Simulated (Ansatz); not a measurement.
**SiH₂F radical: one structure at several levels**

The atoms stand at a structure displaced at random from a GFN2-xTB minimum. How far do the functionals agree with CCSD(T) there?

Computed with Ansatz 0.2.0, Gaussian basis. Level: single points in def2-TZVPP.

Cores are frozen in the correlated methods. Orbitals are unrestricted.

### 1 The starting structure

4 atoms, charge 0, spin multiplicity 2.

Atoms are counted from 1 here; the program's logs count them from 0.

Bond lengths: F1–Si2 1.754 Å, Si2–H3 1.346 Å, Si2–H4 1.491 Å. Angles: F1–Si2–H3 101.9°, F1–Si2–H4 104.4°, H3–Si2–H4 120.1°.

Geometry (Å):

```
F     1.2223    0.7166   -0.4183
Si   -0.1693   -0.3232   -0.1768
H    -1.1883    0.5528   -0.2618
H     0.1097   -1.0249    1.1092
```

### 2 CCSD(T)/def2-TZVPP

Contents of run/in.yaml:

```yaml
crystal:
  periodic: [false, false, false]
  atoms:
    - {symbol: F, position_ang: [1.222300, 0.716600, -0.418300]}
    - {symbol: Si, position_ang: [-0.169300, -0.323200, -0.176800]}
    - {symbol: H, position_ang: [-1.188300, 0.552800, -0.261800]}
    - {symbol: H, position_ang: [0.109700, -1.024900, 1.109200]}
basis:
  gaussian: {orbitals: def2-TZVPP}
magnetization: {spin_polarized: true, initial_magnetization: 1}
correlation: {method: ccsd_t}
scf: {omitted_lower_state_checks: [cluster_reference]}
output: {forces: true}
```

The command line of these runs was not kept.

### 3 PBE0-D4/def2-TZVPP

run/in.yaml: that of step 2 with these lines changed.

```diff
@@ -10,4 +10,3 @@
 magnetization: {spin_polarized: true, initial_magnetization: 1}
-correlation: {method: ccsd_t}
-scf: {omitted_lower_state_checks: [cluster_reference]}
-output: {forces: true}
+hamiltonian: {xc: pbe0, dispersion: d4}
+output: {forces: true, orbitals: {seedname: orbitals}}
```

### 4 wB97M-V/def2-TZVPP

run/in.yaml: that of step 3 with these lines changed.

```diff
@@ -10,3 +10,3 @@
 magnetization: {spin_polarized: true, initial_magnetization: 1}
-hamiltonian: {xc: pbe0, dispersion: d4}
-output: {forces: true, orbitals: {seedname: orbitals}}
+hamiltonian: {xc: {name: wB97M-V}}
+output: {forces: true}
```

### 5 r2SCAN-D4/def2-TZVPP

run/in.yaml: that of step 4 with these lines changed.

```diff
@@ -10,3 +10,3 @@
 magnetization: {spin_polarized: true, initial_magnetization: 1}
-hamiltonian: {xc: {name: wB97M-V}}
+hamiltonian: {xc: r2scan, dispersion: d4}
 output: {forces: true}
```

### 6 PBE-D4/def2-TZVPP

run/in.yaml: that of step 5 with these lines changed.

```diff
@@ -10,3 +10,3 @@
 magnetization: {spin_polarized: true, initial_magnetization: 1}
-hamiltonian: {xc: r2scan, dispersion: d4}
+hamiltonian: {xc: pbe, dispersion: d4}
 output: {forces: true}
```

### 7 HSE06-D4/def2-TZVPP

run/in.yaml: that of step 6 with these lines changed.

```diff
@@ -10,3 +10,3 @@
 magnetization: {spin_polarized: true, initial_magnetization: 1}
-hamiltonian: {xc: pbe, dispersion: d4}
+hamiltonian: {xc: hse06, dispersion: d4}
 output: {forces: true}
```

### 8 r2SCAN0-D4/def2-TZVPP

run/in.yaml: that of step 7 with these lines changed.

```diff
@@ -10,3 +10,3 @@
 magnetization: {spin_polarized: true, initial_magnetization: 1}
-hamiltonian: {xc: hse06, dispersion: d4}
+hamiltonian: {xc: {name: r2SCAN0}, dispersion: d4}
 output: {forces: true}
```

(Steps that only read results are left out.)

Before running it: what results should come out? Wanted: energy less free atoms, CCSD(T)/def2-TZVPP; RMS force component; RMS force error; HOMO and LUMO, PBE0-D4; T1 diagnostic.

The runs gave:

| quantity | value |
| --- | --- |
| energy less free atoms, CCSD(T)/def2-TZVPP | -1101.0 kJ/mol |
| RMS force component | 1.918 to 2.087 eV/Å over the methods |
| RMS force error | PBE0-D4 0.062, wB97M-V 0.088, r2SCAN-D4 0.064, PBE-D4 0.272, HSE06-D4 0.063, r2SCAN0-D4 0.088 eV/Å |
| HOMO and LUMO, PBE0-D4 | -6.78 and -2.75 eV |
| T1 diagnostic | 0.016 |

In words: Against CCSD(T) the functionals' energies less atoms differ by -39.1 to -8.8 kJ/mol, PBE-D4 by -34.6 kJ/mol. A larger basis would deepen the CCSD(T) value, while the functionals are nearly converged already, so the order here is not reliable. On forces the order runs from PBE0-D4 to PBE-D4. Frozen-core CCSD(T) forces in triple zeta carry basis errors of their own, and this is one geometry, so small gaps rank nothing.
